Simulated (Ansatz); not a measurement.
Species: CH4, charge 0, singlet. CH4 (methane, SMILES C).
B3LYP-D3(BJ)/def2-TZVP minimum from Ansatz (a first-principles code):
```xyz
5

C      0.0000     0.0000     0.0000
H      0.6205     0.6269     0.6390
H     -0.6429    -0.6249     0.6185
H      0.6369    -0.6328    -0.6166
H     -0.6146     0.6308    -0.6409
```

Property: atomisation energy (electronic, to ground-state atoms), in kcal/mol. UHF or UKS for unpaired electrons; spin-orbit terms are left out. Correlated methods leave the cores frozen. Rows without X2C or -DK are non-relativistic. CBS(X,Y): correlation extrapolated as X^-3, Hartree-Fock from the larger set (Q,5: extrapolated as (X+1)exp(-9√X)). A bracket is a step between two methods taken in the basis named. 'core' is core correlation in cc-pwCVTZ, 'X2C' scalar relativity in cc-pVTZ-DK, both at CCSD(T). Where a partner has so few electrons that a lower coupled-cluster level is exact, that level stands in.

| level | program | atomisation energy (kcal/mol) |
|---|---|---|
| MP2/cc-pVTZ | Ansatz | 410.3 |
| CCSD(T)/cc-pVTZ | Ansatz | 413.0 |
| CCSD(T)/CBS(cc-pVTZ,cc-pVQZ) | Ansatz | 419.7 |

Predict the result of CCSD(T)/CBS(cc-pVQZ,cc-pV5Z) + [CCSDT(Q) - CCSD(T)]/cc-pVQZ + [CCSDTQ - CCSDT(Q)]/cc-pVDZ + core + X2C (Ansatz).

420.2 kcal/mol; the difference of CCSD(T)/CBS(cc-pVTZ,cc-pVQZ) is -0.5 kcal/mol.
